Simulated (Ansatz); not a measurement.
**Si₂H₃F (SMILES F[SiH]=[SiH2]): functionals against CCSD(T) at one geometry**

The task here is to estimate one member of a computed series from the others.

Program: Ansatz 0.2.0, Gaussian basis. Level of theory: single points in def2-TZVPP. These are calculated values, not measurements.

Correlated methods freeze the cores.

## Where the work starts

SMILES `F[SiH]=[SiH2]`, 6 atoms, charge 0, spin multiplicity 1.

Atoms are counted from 1 here; the program's logs count them from 0.

Bond lengths: F1–Si2 1.589 Å, Si2–Si3 2.235 Å, Si2–H4 1.452 Å, Si3–H5 1.470 Å, Si3–H6 1.445 Å. Angles: F1–Si2–Si3 109.8°, F1–Si2–H4 98.7°, Si3–Si2–H4 132.3°, Si2–Si3–H5 111.9°, Si2–Si3–H6 115.6°, H5–Si3–H6 105.6°.

As a file:

```
atom     x (Å)     y (Å)     z (Å)
  F1  -1.56310  -1.35250   0.67060
 Si2  -0.11530  -1.06600   0.08280
 Si3   0.17270   1.13440  -0.18570
  H4  -0.02770  -2.18270  -0.84120
  H5   1.50050   1.45120  -0.73040
  H6   0.04490   1.93160   1.01250
```

The first run:

File run/in.yaml:

```yaml
crystal:
  periodic: [false, false, false]
  atoms:
    - {symbol: F, position_ang: [-1.563100, -1.352500, 0.670600]}
    - {symbol: Si, position_ang: [-0.115300, -1.066000, 0.082800]}
    - {symbol: Si, position_ang: [0.172700, 1.134400, -0.185700]}
    - {symbol: H, position_ang: [-0.027700, -2.182700, -0.841200]}
    - {symbol: H, position_ang: [1.500500, 1.451200, -0.730400]}
    - {symbol: H, position_ang: [0.044900, 1.931600, 1.012500]}
basis:
  gaussian: {orbitals: def2-TZVPP}
correlation: {method: ccsd_t}
output: {forces: true}
```

The command line of these runs was not kept.

Among the steps run: CCSD(T)/def2-TZVPP; PBE0-D4/def2-TZVPP; wB97M-V/def2-TZVPP; r2SCAN-D4/def2-TZVPP; PBE-D4/def2-TZVPP; B97M-V/def2-TZVPP; CAM-B3LYP-D4/def2-TZVPP.

One of the session's tables, all rows but one given; the rest of the session is left out.

```
      method  RMS force component (eV/Å)  angle to CCSD(T) forces (°)  dipole (D)
     CCSD(T)                       0.459                    reference        1.01
     PBE0-D4                           ?                            ?           ?
     wB97M-V                       0.500                         16.8        1.01
   r2SCAN-D4                       0.520                         11.4        0.96
      PBE-D4                       0.638                         19.1        0.92
      B97M-V                       0.477                         16.8        0.89
CAM-B3LYP-D4                       0.483                         16.0        1.06
```

Estimate the missing values for PBE0-D4.

As computed: RMS force component (eV/Å): 0.527; angle to CCSD(T) forces (°): 14.2; dipole (D): 1.02. In the column «RMS force component (eV/Å)» it lies between r2SCAN-D4 (0.520) and PBE-D4 (0.638).
